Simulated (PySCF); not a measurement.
**How methods differ on the ionisation energy of N**

N [He] 2s2 2p3 (4S) → N+ [He] 2s2 2p2 (3P), as a difference of total energies. All numbers are calculated (PySCF 2.14, scalar relativity by spin-free X2C-1e, in aug-cc-pCVTZ-DK (7s6p4d2f, 59 functions)). Correlated levels: valence: 1s2 frozen; valence and next inner shell: nothing frozen. The calculations carry no spin-orbit coupling.

| method | ionisation energy (eV) |
| --- | --- |
| UHF | 13.888 |
| LDA | 15.002 |
| PBE | 14.727 |
| PBE0 | 14.697 |
| r2SCAN | 14.801 |
| BP86 | 14.748 |
| revPBE | 14.655 |
| TPSS | 14.667 |
| r2SCAN0 | 14.750 |
| MP2 (valence) | 14.582 |
| SCS-MP2 (valence) | 14.322 |
| MP2 (valence and next inner shell) | 14.603 |
| SCS-MP2 (valence and next inner shell) | 14.336 |

**Question.** How much does correlation contribute at MP2 (valence and next inner shell)?

**Answer.** 14.603 − (13.888) = 0.715 eV, measured against UHF.

Errors of the correlated levels include the incompleteness of this basis and the frozen core.

For comparison: 14.545 eV (measured; NIST levels, between the centres of gravity of the two terms).
